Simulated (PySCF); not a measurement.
## Al2 at PBE0

Level: PBE0. PySCF, no relativity, basis sets Al def2-SVPD.

| Property | Result |
| --- | --- |
| state | triplet, unpaired electrons σ ↑, π ↑ |
| bond length | 2.731 Å |
| harmonic wavenumber | 275 cm⁻¹ |
| force constant | 0.601 mdyn/Å |
| rotational constant Be | 0.1675 cm⁻¹ |
| anharmonicity ωexe | 1.52 cm⁻¹ |
| vibration–rotation constant αe | 0.00127 cm⁻¹ |
| well depth De to Al + Al | 35.5 kcal/mol |
| dissociation energy D0 | 35.1 kcal/mol |
| bond order (Mayer) | 1.32 |

The state is the lowest determinant that a PBE0 search found; another state may lie lower at other levels.
